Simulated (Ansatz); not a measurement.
Run this with Ansatz 0.2.0 through its Python package and show what comes out.

The script, `relaxed_scan_albh4s.py`:
```python
"""Relaxed scan of one distance in AlBH4S."""

import ansatz as az
import numpy as np

system = (
    az.Crystal.molecule()
    .atom("B", [-1.3825, 0.2425, -0.4571])
    .atom("S", [0.1818, 0.6664, -1.3536])
    .atom("Al", [1.3778, -0.2304, 0.3147])
    .atom("H", [-1.9018, -0.7333, -0.6577])
    .atom("H", [-1.8998, 1.0727, 0.2519])
    .atom("H", [1.7792, -1.7696, 0.3009])
    .atom("H", [1.9065, 0.6837, 1.5554])
)

job = (
    system.calculation()
    .basis(gaussian="def2-SVP")
    .functional("PBE0")
)
symbols = [site.symbol for site in system.cartesian_sites]
pairs = [(0, 1), (0, 3), (0, 4), (1, 2), (2, 5), (2, 6)]
print("held (A)   E (eV)        ", "  ".join(f"{symbols[i]}{i}-{symbols[j]}{j}" for i, j in pairs))
for length in [1.03, 1.12, 1.21, 1.35, 1.52]:
    summary = job.relax(constraints=[az.DistanceConstraint((0, 3), at=length)], force_tolerance=0.02, max_steps=60).run(threads=1).report
    xyz = np.array(summary["positions_ang"])
    print(f"{length:6.2f} {summary['free_energy_ev']:14.5f}  ", "  ".join(f"{np.linalg.norm(xyz[i] - xyz[j]):.3f}" for i, j in pairs))
```

```console
$ python relaxed_scan_albh4s.py
held (A)   E (eV)         B0-S1  B0-H3  B0-H4  S1-Al2  Al2-H5  Al2-H6
DeckWarning: relax.constraints: the input's atoms, or those drawn, lie off the distances that are held; a relaxation that starts there is brought onto them ahead of its first SCF, by positions alone, an atom by 4.67e-2 Å at the most. With the symmetry detection on, the symmetry is detected on the input's atoms as so brought (as typed, where only the drawn atoms reach the distances), and notices that speak of the structure as typed mean those atoms
  1.03   -18159.99337   1.795  1.030  1.205  2.213  1.583  1.584
  1.12   -18160.39212   1.795  1.120  1.205  2.214  1.582  1.584
  1.21   -18160.49554   1.793  1.210  1.206  2.215  1.582  1.585
  1.35   -18160.30434   1.788  1.350  1.205  2.218  1.580  1.584
  1.52   -18159.78184   1.781  1.520  1.204  2.222  1.579  1.584
```
(Warnings from the package without file and line, repeats left out.)

What to keep in mind:
- Total energies depend on the basis set; only differences at equal settings carry meaning.
- The energies are electronic: no zero-point or thermal terms, and the basis set is short of its limit.
- The whole script took 4.1 min on 1 thread of Arm Neoverse V1, with other jobs on the host, peak memory 0.21 GiB.
